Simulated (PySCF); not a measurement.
**Shieldings and the share of exact exchange**

Molecule: `CC1CC1`, C₄H₈.

Bonds (- single, = double, # triple, : aromatic): C1-C2 1.505 Å, C2-C3 1.500 Å, C3-C4 1.502 Å, C4-C2 1.500 Å. C1 carries H5, H6, H7; C2 carries H8; C3 carries H9, H10; C4 carries H11, H12. H10, H12 are cis to C1 on the ring; H9, H11 are trans to C1 on the ring.

GIAO shieldings (ppm, equivalent atoms averaged) in PySCF 2.14 on the PBE0-D3(BJ)/def2-SVP geometry, basis pcSseg-2, gas phase, non-relativistic:

```csv
functional,exact exchange (%),σ(C2),σ(C3/C4)
BLYP,0,165.6,166.8
BP86,0,170.0,170.9
PBE,0,170.4,171.2
PBE0,25,176.5,176.7
mPW1PW91,25,175.7,176.0
BHandHLYP,50,177.9,178.0
HF,100,188.0,187.2
```

Task: Fit each shielding as a line in the percentage of exact exchange.

Result: σ(C2) = 169.4 + 0.19 x (rms 1.9 ppm); σ(C3/C4) = 170.3 + 0.17 x (rms 1.7 ppm). The functionals also differ in their semilocal parts, which the line can't hold; Hartree–Fock has no correlation at all.

Task: What does the line predict for B3LYP (20 %), and what does the run give?

Result: σ(C2): 173.2 predicted, 171.0 computed; σ(C3/C4): 173.7 predicted, 171.7 computed ppm.
